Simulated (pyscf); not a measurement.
**Addition across a multiple bond or ene-type step: O=Ge=O + H₂ → O=GeH–OH**

Gas phase, singlet surface, charge 0. Bonds broken: H4–H5. Bonds formed: Ge2–H4, O3–H5. PySCF, gas phase, ωB97X-D3(BJ)/def2-SVP geometries.

Transition state (Å):

```xyz
5

O      0.4450     0.3648     1.2970
Ge    -0.6465    -0.5496     0.5416
O     -1.5573    -1.8224    -0.0470
H     -1.9569     0.3363    -0.5568
H     -2.0917    -0.6256    -0.5726
```

One imaginary mode, 1658i cm⁻¹; descent along it reached the two sides named, in the forms told below.

```csv
bond,change,reactant side (Å),saddle,product side
H4–H5,breaks,0.762,0.971,2.7
Ge2–H4,forms,2.7,1.926,1.534
O3–H5,forms,2.9,1.412,0.965
```

Electronic energies relative to the separated reactants (kJ/mol):

```tsv
level	barrier	reaction energy	reverse barrier
ωB97X-D3(BJ)/def2-TZVP	103.6	-199.5	303.1
PBE/def2-TZVP	91.5	-163.1	254.6
r²SCAN/def2-TZVP	95.6	-181.5	277.1
B3LYP-D3(BJ)/def2-TZVP	106.7	-180.6	287.3
PBE0-D3(BJ)/def2-TZVP	90.5	-198.7	289.2
M06-2X/def2-TZVP	102.8	-204.8	307.7
ωB97M-D3(BJ)/def2-TZVP	103.7	-196.1	299.8
HF/def2-TZVP	139.5	-238.3	377.9
```

With ωB97M-D3(BJ)/def2-TZVP energies and thermal terms (ideal gas, 1 atm, RRHO with modes under 100 cm⁻¹ raised to 100, one conformer, R ln 2 for chiral ones without a mode under 150 cm⁻¹), in kJ/mol:

| T (K) | ΔH‡ | ΔG‡ | ΔH | ΔG |
|---|---|---|---|---|
| 298 | 103.6 | 132.5 | -179.9 | -151.8 |
| 600 | 99.1 | 163.8 | -182.5 | -122.2 |
| 900 | 97.3 | 196.6 | -182.9 | -91.9 |
| 1200 | 96.9 | 229.8 | -182.1 | -61.6 |

On the product side the descent ends in a point that may be a rotor saddle (no frequency run), 14.1 kJ/mol over the lowest minimum found and 289.0 kJ/mol under the saddle at ωB97X-D3(BJ)/def2-TZVP. At the saddle there is also a short Ge–H contact that neither side keeps. O=GeH–OH lies 178.7 kJ/mol over its isomer HO–Ge:–OH [singlet] (electronic energy, ωB97M-D3(BJ)/def2-TZVP). One saddle was located; it need not be the lowest between these sides. Elements up to Kr have no core potential and no relativistic terms here.
